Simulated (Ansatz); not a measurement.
Process, species as SMILES: O=S(F)F + 3 [H][H] (H2) → 2 F (HF) + O (H2O) + S (H2S)
B3LYP-D3(BJ)/def2-TZVP geometries, fixed; electronic energies without zero-point terms.

Basis-set convergence of the energy of full hydrogenation at PBE with Ansatz (a first-principles code). Cartesian d functions, on some or all atoms, in 6-31G*, 6-31+G*, 6-311G**, 6-311+G**; all else is spherical. The program fits the integrals of some runs and decomposes those of others, by size. No added dispersion term, no relativity. Functions are those of the species that has most. Reference: the value in pcseg-4, -50.95 kcal/mol, itself unsure by roughly 0.68 kcal/mol (its mean distance from aug-pcseg-3, aug-cc-pV(Q+d)Z, cc-pV(5+d)Z). Deviations are taken from unrounded values.

```csv
basis,functions,energy of full hydrogenation (kcal/mol)
def2-SVP,60,-58.15
def2-SVPD,96,-83.88
pcseg-1,60,-63.13
aug-pcseg-1,96,-77.45
6-31G*,64,-29.88
6-31+G*,80,-54.49
cc-pV(D+d)Z,65,-46.14
aug-cc-pV(D+d)Z,101,-69.28
6-311G**,81,-65.17
6-311+G**,97,-81.91
pcseg-2,124,-55.12
aug-pcseg-2,188,-55.47
cc-pV(T+d)Z,129,-44.27
aug-cc-pV(T+d)Z,193,-53.16
def2-TZVP,130,-44.79
def2-TZVPD,166,-50.74
def2-TZVPP,135,-50.00
def2-TZVPPD,171,-54.10
cc-pV(Q+d)Z,229,-47.60
aug-cc-pV(Q+d)Z,329,-51.90
def2-QZVPP,241,-50.59
def2-QZVPPD,277,-51.99
pcseg-3,244,-51.36
aug-pcseg-3,344,-51.34
```

What the diffuse functions change, pair by pair:
- def2-SVP to def2-SVPD: 36 more functions, deviation -7.20 to -32.93 kcal/mol
- pcseg-1 to aug-pcseg-1: 36 more functions, deviation -12.18 to -26.50 kcal/mol
- 6-31G* to 6-31+G*: 16 more functions, deviation 21.08 to -3.54 kcal/mol
- cc-pV(D+d)Z to aug-cc-pV(D+d)Z: 36 more functions, deviation 4.81 to -18.33 kcal/mol
- 6-311G** to 6-311+G**: 16 more functions, deviation -14.22 to -30.95 kcal/mol
- pcseg-2 to aug-pcseg-2: 64 more functions, deviation -4.17 to -4.52 kcal/mol
- cc-pV(T+d)Z to aug-cc-pV(T+d)Z: 64 more functions, deviation 6.68 to -2.20 kcal/mol
- def2-TZVP to def2-TZVPD: 36 more functions, deviation 6.16 to 0.21 kcal/mol
- def2-TZVPP to def2-TZVPPD: 36 more functions, deviation 0.95 to -3.14 kcal/mol
- cc-pV(Q+d)Z to aug-cc-pV(Q+d)Z: 100 more functions, deviation 3.35 to -0.95 kcal/mol
- def2-QZVPP to def2-QZVPPD: 36 more functions, deviation 0.37 to -1.04 kcal/mol
- pcseg-3 to aug-pcseg-3: 100 more functions, deviation -0.40 to -0.39 kcal/mol

They bring the value nearer the reference by more than 0.68 kcal/mol in 4 of 12 pairs.
